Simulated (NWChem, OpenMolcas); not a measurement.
## PF3 (phosphorus trifluoride): a line through the functionals

The species is PF3 (4 atoms), meant as a singlet with charge 0. As SMILES, `FP(F)F`. The shape is that of a PBE0-D4/def2-TZVP optimisation.

The dipole moment y, in D, basis 6-311+G(d,p); a is the functional's share of exact exchange. Programs: NWChem 7.3.0, OpenMolcas 26.06.

```
functional     program     a  y (D)
      BLYP      NWChem     0   1.27
    revPBE  OpenMolcas     0   1.15
     B3LYP      NWChem   0.2      ?
      PBE0      NWChem  0.25   1.34
     BHLYP  OpenMolcas   0.5   1.55
```

Q: Fit y = c + s·a to the known rows and predict B3LYP.

A: 
1. Means of the 4 rows: a = 0.1875, y = 1.328.
2. Σ(Δa)² = 0.17188, Σ(Δa·Δy) = 0.11438, so the slope is 0.11438/0.17188 = 0.66546.
3. Intercept: 1.328 − (0.66546) × 0.1875 = 1.203. The largest residual of the fit is 0.067.
4. B3LYP: 1.203 + (0.66546) × 0.2 = 1.34 D.

The run gave 1.40 D, so the prediction is off by -0.06 D, within the scatter of the fit. More exact exchange makes the molecule more polar here. The rows mix families of semi-local functionals, which the line can't see. The measured value is 1.03 D (NIST CCCBDB).
